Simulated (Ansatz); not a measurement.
Geometry optimisation, Ansatz, RKS PBE0-D4/def2-SVP.

Input file:

```yaml
crystal:
  periodic: [false, false, false]
  atoms:
    - { symbol: "N", position_ang: [-1.1326, 0.1215, -0.5296] }
    - { symbol: C, position_ang: [0.0738, 0.1449, 0.0497] }
    - { symbol: "N", position_ang: [-0.0255, -0.7053, 1.1302] }
    - { symbol: "N", position_ang: [1.0305, -0.4208, -0.8612] }
    - { symbol: O, position_ang: [0.4882, 1.3962, 0.3796] }
    - { symbol: H, position_ang: [-1.7324, 0.8292, 0.0144] }
    - { symbol: H, position_ang: [-1.0218, 0.6554, -1.4202] }
    - { symbol: H, position_ang: [-0.6718, -1.3665, 0.895] }
    - { symbol: H, position_ang: [-0.3918, -0.1397, 1.938] }
    - { symbol: H, position_ang: [1.6961, -0.8225, -0.2517] }
    - { symbol: H, position_ang: [0.4568, -1.2502, -1.1856] }
    - { symbol: H, position_ang: [1.3075, 1.5028, -0.1245] }
basis:
  gaussian: { orbitals: def2-SVP }
hamiltonian:
  xc: pbe0
  dispersion: d4
relax:
  f_tol: 0.015
  max_steps: 40
```

Command:

```bash
$ ansatz run input.yaml --threads 2 --pin off --max-ram 3072MiB --backend cpu --events-out ev --progress --plain --runs-dir out
```

Problem. Where does it end, and by what steps?

Solution. It converged. After 8 steps the energy has fallen by 1.132 eV; H8 moved furthest, 0.30 Å.

```
step  energy less start (eV)  largest force component (eV/Å)  accepted
   0                  0.0000                           5.609       yes
   1                 -0.9633                           1.594       yes
   2                 -1.1048                           0.501       yes
   3                 -1.1213                           0.505       yes
   4                 -1.1267                           0.350       yes
   5                 -1.1154                           0.946        no
   6                 -1.1318                           0.046       yes
   7                 -1.1321                           0.035       yes
   8                 -1.1321                           0.008       yes
```

```xyz
12
Properties=species:S:1:pos:R:3
N -1.162 0.219 -0.641
C 0.091 0.078 0.069
N -0.083 -0.721 1.260
N 1.026 -0.479 -0.880
O 0.628 1.292 0.533
H -1.807 0.755 -0.064
H -1.012 0.751 -1.497
H -0.862 -1.361 1.132
H -0.284 -0.118 2.054
H 1.814 -0.855 -0.357
H 0.590 -1.259 -1.366
H 1.138 1.643 -0.207
```

Whether the end is a true minimum wasn't checked by a vibrational analysis.

The run took 12 s on 2 threads of AMD EPYC 9R45 96-Core Processor (Zen 5), with other jobs on the host, peak memory 0.24 GiB.
